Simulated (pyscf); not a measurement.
## Four-centre exchange: AsH₃ + InH₃ → H₂As–InH₂ + H₂

Gas phase, singlet surface, charge 0. Bonds broken: As1–H2, In5–H6. Bonds formed: As1–In5, H2–H6. PySCF, gas phase, ωB97X-D3(BJ)/def2-SVP geometries.

Transition state (Å):

```xyz
8

As     1.3901    -0.9934    -0.2112
H      0.6313     0.6509     0.2294
H      1.6929    -1.6652     1.1157
H      0.2294    -1.9140    -0.5418
In    -0.7322     0.0353     1.4803
H      0.0534     1.5446     0.6147
H     -0.0960    -0.0239     3.0533
H     -2.1622    -0.3271     0.6396
```

One imaginary mode, 1420i cm⁻¹; descent along it reached the two sides named, in the forms told below.

```tsv
bond	change	reactant side (Å)	saddle	product side
As1–H2	breaks	1.522	1.864	3.5
In5–H6	breaks	1.728	1.909	2.7
As1–In5	forms	3.4	2.9	2.565
H2–H6	forms	3.0	1.132	0.763
```

Electronic energies relative to the separated reactants (kcal/mol):

| level | barrier | reaction energy | reverse barrier |
|---|---|---|---|
| ωB97X-D3(BJ)/def2-TZVP | 18.8 | -17.9 | 36.7 |
| PBE/def2-TZVP | 15.0 | -13.7 | 28.7 |
| r²SCAN/def2-TZVP | 15.8 | -14.1 | 29.9 |
| B3LYP-D3(BJ)/def2-TZVP | 20.0 | -13.4 | 33.4 |
| PBE0-D3(BJ)/def2-TZVP | 16.6 | -13.9 | 30.5 |
| M06-2X/def2-TZVP | 19.3 | -15.8 | 35.0 |
| ωB97M-D3(BJ)/def2-TZVP | 23.8 | -11.2 | 35.0 |
| HF/def2-TZVP | 41.0 | -7.9 | 48.9 |

With ωB97M-D3(BJ)/def2-TZVP energies and thermal terms (ideal gas, 1 atm, RRHO with modes under 100 cm⁻¹ raised to 100, one conformer, R ln 2 for chiral ones without a mode under 150 cm⁻¹), in kcal/mol:

```
T (K)   ΔH‡   ΔG‡     ΔH     ΔG
-----  ----  ----  -----  -----
298    23.6  32.5  -11.4  -11.0
600    24.1  41.3  -10.1  -11.0
900    24.8  49.8   -9.3  -11.7
1200   25.5  58.0   -8.8  -12.6
```

On the reactant side the descent ends in a complex (not fully relaxed), 6.2 kcal/mol under the separated species and 25.1 kcal/mol under the saddle at ωB97X-D3(BJ)/def2-TZVP. At the saddle there is also a short H–In contact that neither side keeps. This is the saddle that the search found; another between the same sides may lie lower. Elements up to Kr have no core potential and no relativistic terms here. Elements past Kr carry the def2 core potentials, without spin-orbit coupling.
